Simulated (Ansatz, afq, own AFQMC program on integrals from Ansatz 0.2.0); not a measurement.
Integrals from Ansatz 0.2.0, then the random walk in our own AFQMC program (afq).

```yaml
crystal:
  periodic: [false, false, false]
  atoms:
    - {symbol: O, position_ang: [0.000000, 0.000000, 0.000000]}
    - {symbol: H, position_ang: [0.000000, 0.000000, 1.810000]}
basis:
  gaussian: {orbitals: cc-pVDZ}
magnetization: {spin_polarized: true, initial_magnetization: 1}
correlation: {method: ccsd_t, electrons: outside_noble_gas, hamiltonian_folder: ham}
```

```sh
$ ansatz run in.yaml --threads 1 --pin off --events-out ev --progress --plain --max-ram 24576MiB --backend cuda --devices 0, --max-vram 18GiB
```

Options of the walk:

```
--method phaseless --trial cid --walkers 2 --populations 1 --least-time 40 --time-step 0.04 --steps-per-block 25 --equilibration-blocks 10 --max-blocks 40 --target-error 0.00128 --factor-cut 1e-05 --start spin_pure --seed 1745 --taylor-order 6
```

Times are imaginary, in 1/Eh. The walk had a cap of 60 s.

```
orbitals 18  electrons 4 3  factors 102 of 172
reference energy -75.29418830 Eh
CCSD correlation -0.13581790 Eh in 14 cycles, weight of the determinant in the CISD state 0.8298
energy of the start -75.490994 Eh
 block  time / (1/Eh)  mean weight  energy / Eh
     1     1.000  1.0152  -75.495011
     2     2.000  1.0163  -75.400654
     3     3.000  1.0373  -75.447014
     4     4.000  0.9465  -75.474611
     5     5.000  1.0951  -75.447061
     7     7.000  0.9079  -75.486487
     9     9.000  1.0282  -75.400047
    11    11.000  1.1019  -75.477794
    13    13.000  0.9799  -75.480496
    15    15.000  0.7526  -75.394404
    16    16.000  1.0542  -75.327445
    17    17.000  1.1016  -75.407273
    19    19.000  1.0168  -75.447356
    21    21.000  1.0896  -75.498321
    23    23.000  0.9640  -75.484537
    25    25.000  0.9941  -75.457182
    26    26.000  1.0853  -75.543568
    27    27.000  0.9500  -75.503616
    29    29.000  0.9765  -75.459499
    31    31.000  0.8607  -75.368945
    33    33.000  1.0206  -75.501128
    35    35.000  0.9805  -75.482552
    37    37.000  1.0280  -75.494384
    39    39.000  0.9234  -75.454204
    41    41.000  1.0614  -75.400841
    43    43.000  1.0226  -75.511318
    45    45.000  1.0059  -75.457412
    47    47.000  0.9669  -75.498523
    49    49.000  1.0755  -75.471712
    50    50.000  0.9758  -75.459082
blocks merged  error / Eh  count
     1  0.007360  40
     2  0.008009  20
     4  0.008774  10
energy -75.458533 +/- 0.008009 Eh
(rows thinned)
```

The run failed at least one of its tests; the cautions name the faults.

Against this walk (error 217.9 meV) on the same determinant: CCSD(T) 654.1 meV higher, CCSDT(Q) 555.1 meV higher, CCSDTQ 555.7 meV higher, full CI 555.1 meV higher, a separate phaseless walk with a CISD trial and standard settings 583.7 ± 217.9 meV higher. The error is statistical and leaves out the bias of the constraint. The determinant has ⟨S²⟩ = 1.59, so the low cluster orders mix in higher spin, while the walk starts as a pure doublet.

A setting was made bad on purpose (too few walkers), so the walk's energy isn't to be trusted.

Cautions: constraint bias not in the error; error not settled; error above the target (217.9 against 34.8 meV); strong correlation (T1 0.065, weight of the determinant 0.83, largest double 0.26); unrestricted determinant spin contaminated (⟨S²⟩ 1.59 against 0.75); so few walkers bias the energy; the time-step error isn't removed.

CCSDT and higher add their correlation energy to the determinant of the CCSD(T) run, since their own runs factorise the integrals more tightly (a shift of under 2 meV). A walk keeps the symmetry of its determinant, which the program's search chose and which needn't be the lowest solution, so a lower state of the same spin and another symmetry isn't excluded.
